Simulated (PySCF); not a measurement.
## Phosphorus: a sound run and one with changed settings

Sound run: P [Ne] 3s2 3p3, P⁺ [Ne] 3s2 3p2. Calculation: PySCF 2.14, in cc-pV(T+d)Z; no relativity, point nucleus. The sound run starts from symmetry-adapted Hartree-Fock orbitals and uses a fine grid where one is needed.

Changed run: radial step 0.5 in ln r (0.13 in the sound run). This setting is unsound on purpose.

```json
{"species": "P", "method": "UHF", "sound run (hartree)": "-340.71631", "changed run (hartree)": "-340.71631", "converged": "yes"}
{"species": "P", "method": "LDA", "sound run (hartree)": "-339.99464", "changed run (hartree)": "-339.98088", "converged": "yes"}
{"species": "P", "method": "B3LYP", "sound run (hartree)": "-341.28585", "changed run (hartree)": "-341.27773", "converged": "yes"}
{"species": "P⁺", "method": "UHF", "sound run (hartree)": "-340.35204", "changed run (hartree)": "-340.35204", "converged": "yes"}
{"species": "P⁺", "method": "LDA", "sound run (hartree)": "-339.60580", "changed run (hartree)": "-339.59339", "converged": "yes"}
{"species": "P⁺", "method": "B3LYP", "sound run (hartree)": "-340.90420", "changed run (hartree)": "-340.89682", "converged": "yes"}
```

Ionisation energy of P:

```csv
method,sound run (eV),changed run (eV)
UHF,9.912,9.912
LDA,10.581,10.544
B3LYP,10.385,10.365
```

A coarse radial grid mis-integrates the density and the exchange-correlation energy, with errors of either sign; Hartree-Fock needs no grid.

For comparison, NIST gives 10.487 eV between the lowest levels.
